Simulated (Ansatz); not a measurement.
## Worked example: correlation energy of HB–NH⁺, quartet

Geometry: that of the HB–NH, triplet, kept fixed. The doublet lies 2.7 eV lower here.

```xyz
4

B     0.0000   -0.1240    0.7739
N     0.0000   -0.0224   -0.5980
H     0.0000    0.9564    1.3306
H     0.0000    0.6853   -1.3215
```

Basis cc-pVDZ; Ansatz 0.2.0. Only valence electrons are correlated (noble-gas cores frozen), which leaves 9 electrons in 36 orbitals. Prefix R: restricted or restricted open-shell reference; prefix U: unrestricted.

Full CI isn't at hand for all of this; UCCSDT(Q) serves as the reference, and is uncertain by about the last step of the cluster series.

Runs differ by some tens of microhartree through their thresholds and, for an open shell, their frozen cores, so steps under 0.03 kcal/mol mean nothing.

```tsv
level	total energy (hartree)
UHF	-79.841326
UMP2	-79.986697
UCCSD	-80.018549
UCCSD(T)	-80.022192
UCCSDT	-80.023115
UCCSDT(Q)	-80.023284
```

Q: What is the correlation energy at UCCSDT(Q), and what share of it do UMP2 and UCCSD recover?

A: E(corr) = -80.023284 − (-79.841326) = -0.181958 hartree = -4.951 eV. UMP2: -0.145371 / -0.181958 = 79.89 %. UCCSD: -0.177223 / -0.181958 = 97.40 %.

Q: By how many kcal/mol does UCCSD(T) miss UCCSDT(Q) (1 hartree = 627.509 kcal/mol), and which steps make up the rest?

A: -80.022192 − (-80.023284) = 0.001092 hartree = 0.69 kcal/mol. Steps: UCCSDT − UCCSD(T) = -0.58, UCCSDT(Q) − UCCSDT = -0.11 kcal/mol. That is within 1 kcal/mol of the reference in this basis, which itself misses far more of the correlation at the basis-set limit.
